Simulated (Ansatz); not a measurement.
# How far a parabola holds: energy against volume of fcc Ag

Results of PBEsol (Ansatz, a first-principles code, plane waves, PAW) for fcc Ag. Settings: plane-wave cutoff 520 eV, 24×24×24 k mesh, Fermi–Dirac smearing 0.05 eV, no spin polarisation, scalar-relativistic PAW data made under PBE. The cell has no free parameter but its volume, all volumes share cutoff and mesh, and the runs aren't spin-polarised. Energies are free energies at the run's smearing, counted from the lowest row; static lattice.

| V (Å³/atom) | E (meV/atom) |
|---|---|
| 15.656 | ? |
| 15.989 | 10.72 |
| 16.322 | 2.53 |
| 16.655 | 0.00 |
| 16.988 | 2.42 |
| 17.321 | 9.17 |

Fit E of the 5 rows that show it with a parabola. With u = V - 16.7, the rows have u = -0.7110, -0.3780, -0.0450, 0.2880, 0.6210. Least squares gives E = -0.006 + 1.0552·u + 22.4356·u². Residuals (row less fit): 0.135, -0.271, 0.008, 0.261, -0.131; standard error 0.297 (degrees of freedom: 2). The fitted curve has its minimum at V = 16.7, where E = -0.02. Its curvature is d²E/dV² = 2 × 22.4356 meV/Å⁶, so B = V0·d²E/dV² × 0.1602 = 120 GPa.

Question: What does the fit predict for E at V = 15.656, and how far is the calculated value from it?

Answer: u = -1.0440, so E = -0.006 + 1.0552 × (-1.0440) + 22.4356 × (-1.0440)² = 23.346 meV/atom. The calculation gives 25.39 meV/atom, 2.044 meV/atom above the prediction (8.1 % of the range of E in the table). The row lies outside the fitted rows, so this is an extrapolation. From the scatter of the fitted rows alone, a prediction at this place has a standard error of 0.704 meV/atom, so the miss is 2.9 times that.

The residuals are curvature that a parabola lacks, not noise. A solid that stiffens under compression and softens on expansion lies above the parabola at the compressed end and under it at the expanded end, as this row does. A third-order Birch-Murnaghan fit to the whole scan has B0 = 119 GPa. Only scans are tabulated whose curvature falls smoothly with volume, and where the parabola meets the shown rows within 5 % of their range and misses the end by 0.1 meV or more.

Measured, for comparison: bulk modulus 110 GPa (corrected for temperature and zero-point phonon effects, sources range from 104 to 111; as tabulated in Levämäki et al. (2014), arXiv:1402.3671). Computed less measured: bulk modulus +8 % (+7 % to +14 % over the range).
